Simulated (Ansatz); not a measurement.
## GeH4, singlet: vertical spin and charge gaps

Geometry (PBE0/def2-TZVP stationary point for this spin, not checked as a minimum):

```xyz
5

Ge    0.0000    0.0000    0.0000
H     0.8843    0.8872    0.8860
H    -0.8879   -0.8840    0.8857
H    -0.8838    0.8845   -0.8892
H     0.8874   -0.8877   -0.8825
```

Basis 6-31G (Cartesian d functions); Ansatz 0.2.0. Only valence electrons are correlated (noble-gas cores and the filled d shells of p-block atoms frozen). Prefix R: restricted or restricted open-shell reference. Active spaces: valence = (8e, 8o) chosen from the atoms' valence shells. No spin–orbit coupling is included, and no scalar relativity.

Gaps are energies of the second state less the first, at fixed atoms, for a selection of the levels run; each method lands on the state that its own search finds for that charge and spin.

Coupled cluster chose its determinant by trial CCSD, here up to 0.34 eV above the lowest Hartree–Fock solution of its kind.

Removing an electron, to the doublet: 12.010 eV at full CI (singlet A1, doublet ion B2, in C2v).

| level | gap (eV) | error (meV) |
| --- | --- | --- |
| RCCSDT | 12.010 | 0 |
| RCCSDT(Q) | 12.010 | 0 |
| CASSCF (valence space) | 11.814 | -196 |
| NEVPT2 (valence space) | 11.938 | -72 |
| MRCISD (valence space) | 12.000 | -10 |
| MRCISD+Q (valence space) | 12.004 | -6 |
| PBE | 11.978 | -32 |
| r2SCAN | 12.190 | 180 |
| B3LYP | 12.269 | 259 |
| RPA-PBE | 11.247 | -763 |

In so small a basis the reference is far from its limit while semilocal and hybrid functionals are nearer theirs (RPA and double hybrids share much of the reference's basis error), so the functionals' errors here hold much of the reference's basis and frozen-core error, which can add to them or hide them.

Full CI is exact within this basis and frozen core; it isn't the basis-set limit.
